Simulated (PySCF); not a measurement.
FH, SMILES F.

Coordinates come from a B3LYP-D3(BJ)/def2-TZVPD optimisation.

Method: PBE/def2-TZVPD in PySCF.

Isolated molecule, no solvent.

| Item | Value |
|---|---|
| total energy | -100.39526 hartree |
| point group | C∞v |
| highest occupied level | -9.63 eV |
| lowest empty level | -0.57 eV |
| orbital gap | 9.06 eV |
| dipole moment | 1.75 D |
| quadrupole, principal values (traceless, Buckingham form, about the centre of nuclear charge) | -1.08, -1.08, 2.16 D·Å |
| mean static polarisability | 6.1 bohr³ (0.90 Å³) |
| polarisability, principal values | 5.7, 5.7, 6.9 bohr³ |
